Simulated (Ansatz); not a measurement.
Geometry optimisation, Ansatz, RKS B3LYP-D4/6-31G*.

input.yaml

```yaml
crystal:
  periodic: [false, false, false]
  atoms:
    - { symbol: Al, position_ang: [0.0, 0.0, 0.0] }
    - { symbol: H, position_ang: [0.0, 0.0, 1.91] }
    - { symbol: H, position_ang: [1.351, 0.0, -0.78] }
    - { symbol: "N", position_ang: [-1.6627, 0.0, -0.96] }
    - { symbol: H, position_ang: [-2.3316, -0.8164, -0.8614] }
    - { symbol: H, position_ang: [-1.9118, 0.8164, -1.5886] }
    - { symbol: O, position_ang: [-0.2602, 1.9567, 0.6559] }
    - { symbol: H, position_ang: [-1.1988, 2.262, 0.4419] }
    - { symbol: H, position_ang: [-0.1315, 0.9887, 1.8084] }
basis:
  gaussian: { orbitals: "6-31G*" }
hamiltonian:
  xc: b3lyp
  dispersion: d4
relax:
  f_tol: 0.15
  max_steps: 25
  restrain:
    - { distance: [0, 6], at: 2.98, k: 30.0 }
    - { distance: [8, 1], at: 1.86, k: 30.0 }
    - { distance: [0, 1], at: 1.56, k: 30.0 }
    - { distance: [8, 6], at: 1.01, k: 30.0 }
```

Command:

```bash
$ ansatz run input.yaml --threads 1 --pin off --max-ram 2048MiB --backend cpu --events-out ev --progress --plain --runs-dir out
```

Task: Where does it end, and by what steps?

Result: The forces met the threshold. The restraints hold the end off the free minimum. After 16 steps the energy has fallen by 1.691 eV (the restraints' own energy left out); H6 moved furthest, 1.19 Å. Parted: Al1–O7. Joined: Al1–H2, O7–H9.

```csv
step,energy less start (eV),largest force component (eV/Å),accepted
0,0.0000,3.842,yes
1,0.0365,2.813,yes
2,-0.5484,2.883,yes
3,-1.0312,2.224,yes
4,-1.3033,1.511,yes
5,-1.1772,4.919,no
6,-1.4171,1.472,yes
7,-1.4939,1.288,yes
8,-1.5654,1.065,yes
9,-1.5960,1.346,yes
10,-1.6626,0.848,yes
11,-1.6614,0.996,no
12,-1.6710,0.859,yes
13,-1.6793,0.804,yes
14,-1.6830,0.783,yes
15,-1.6765,0.889,no
16,-1.6913,0.840,yes
```

```xyz
9
Properties=species:S:1:pos:R:3
Al -0.031 -0.164 -0.185
H -0.155 -0.262 1.379
H 1.338 -0.092 -0.957
N -1.559 -0.268 -1.092
H -2.474 -0.391 -0.676
H -1.634 -0.226 -2.101
O -0.217 2.402 1.292
H -1.147 2.651 1.164
H -0.266 1.556 1.802
```

Run time: 19 s on 1 thread of AMD EPYC 9R45 96-Core Processor (Zen 5) (shared host), peak memory 0.14 GiB.
